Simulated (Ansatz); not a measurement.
**How far each method lies from full CI for GaSi, quartet**

Geometry: a point of a stretch scan, not a stationary point.

```xyz
2

Si    0.0000    0.0000    0.0000
Ga    0.0000    0.0000    8.1460
```

Basis cc-pVDZ; Ansatz 0.2.0. Correlated methods freeze the noble-gas cores and the filled d shells of p-block atoms, which leaves 7 electrons in 26 orbitals. R marks a restricted (for open shells ROHF) determinant, U an unrestricted one. Active spaces: pair = (5e, 5o) about the gap; valence = (7e, 8o) chosen from the atoms' valence shells. No spin–orbit coupling is included, and no scalar relativity.

Full CI is exact within this basis and frozen core; it isn't the basis-set limit. The frozen core follows each run's orbitals, which can shift R against U totals by a few meV for light atoms and by up to 0.1 eV past Ca.

For open shells CISD is restricted-active-space CI with the open shells as a complete middle space.

```
UHF ⟨S²⟩                          : 3.771
T1 diagnostic (RCCSD)             : 0.0222
largest doubles amplitude (RCCSD) : 0.107
```

```
   level  E − E(RHF) (eV)
    RMP2          -2.1759
   RCCSD          -3.0949
RCCSD(T)          -3.1405
```

Task: Estimate how far full CI in cc-pVDZ lies from RCCSD(T). The table doesn't fix it; the size of (T) and the diagnostics are the guide.

Result: Full CI in cc-pVDZ lies 0.74 mEh below RCCSD(T), which is 44 % of the (T) step (-1.68 mEh). The diagnostics give no warning, yet the rest is a sizeable part of (T).

The other levels:

```json
{"level": "CISD", "E − E(full CI) (mEh)": "8.63", "share of correlation (%)": "92.57", "wall time": "6.5 s"}
{"level": "BCCD(T)", "E − E(full CI) (mEh)": "0.73", "share of correlation (%)": "99.37", "wall time": "20 s"}
{"level": "RCCSDT", "E − E(full CI) (mEh)": "0.06", "share of correlation (%)": "99.95", "wall time": "–"}
{"level": "RCCSDT(Q)", "E − E(full CI) (mEh)": "0.02", "share of correlation (%)": "99.98", "wall time": "31 s"}
{"level": "CASSCF (valence space)", "E − E(full CI) (mEh)": "80.03", "share of correlation (%)": "31.10", "wall time": "–"}
{"level": "NEVPT2 (valence space)", "E − E(full CI) (mEh)": "22.41", "share of correlation (%)": "80.71", "wall time": "13 s"}
{"level": "MRCISD (valence space)", "E − E(full CI) (mEh)": "4.35", "share of correlation (%)": "96.25", "wall time": "–"}
{"level": "MRCISD+Q (valence space)", "E − E(full CI) (mEh)": "-1.25", "share of correlation (%)": "101.08", "wall time": "13 s"}
```

The correlation energy at full CI, counted from RHF, is -3.161 eV. That run took 3.4 min on 1 thread of Arm Neoverse V1, shared host over 5,352,180 determinants.

Run but not shown, since their state, orbitals or frozen core can't be matched to the reference's or they repeat it: UHF, UMP2, UCCSD, UCCSD(T), UCCSDT, UCCSDT(Q), CASSCF (pair space), NEVPT2 (pair space).

Times hold each run's SCF and search for its determinant on a shared host, so for small cases they say little of a method's own cost; they ran on 1 thread of Arm Neoverse V1.

More than 5 meV below full CI, which no variational method can be: MRCISD+Q (valence space).

The full-CI state has the irrep A2 of C2v, in the program's axes (one component, if the state is degenerate).

Natural occupations of full CI about the gap: 1.913 1.905 0.935 0.935 0.880 0.149 0.087 0.087 0.012 0.012; effectively unpaired electrons, Σ n²(2−n)², 3.15.
